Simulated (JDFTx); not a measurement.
System: nitrogen, N2 (SMILES N#N), charge 0, multiplicity 1; geometry: optimised with GFN2-xTB in vacuum (no frequencies checked; largest PBE force component 1.5 eV/Å). Bonded distances (Å): N1–N2 1.098.

Method: PBE, GBRV ultrasoft potentials, plane waves to 20/100 Ha, in a modified build of JDFTx. Liquid: CANDLE, water, 2 M NaF. The liquid run sits in a periodic box with 3.75 Å from the outermost atoms to the faces; the vacuum run is isolated. The box matters at about 0.01 eV. The solvation energy is E(in liquid) − E(vacuum) at fixed geometry, with no thermal, conformational or standard-state terms added.

```yaml
solvation_energy: 1.1 kcal/mol
"part: cavitation term of the fluid": 5.4 kcal/mol
"part: dispersion term of the fluid": -3.7 kcal/mol
"part: electrostatic term of the fluid": -0.6 kcal/mol
"part: distortion of the solute's electrons": 0.1 kcal/mol
"highest occupied level in vacuum (zero: vacuum level)": -10.23 eV
"highest occupied level in the liquid (zero: bulk electrolyte)": -10.04 eV
volume of the model's cavity: 106.9 Å³
rough_cost_vacuum_and_liquid_run: 30 s and 50 s of core time
```
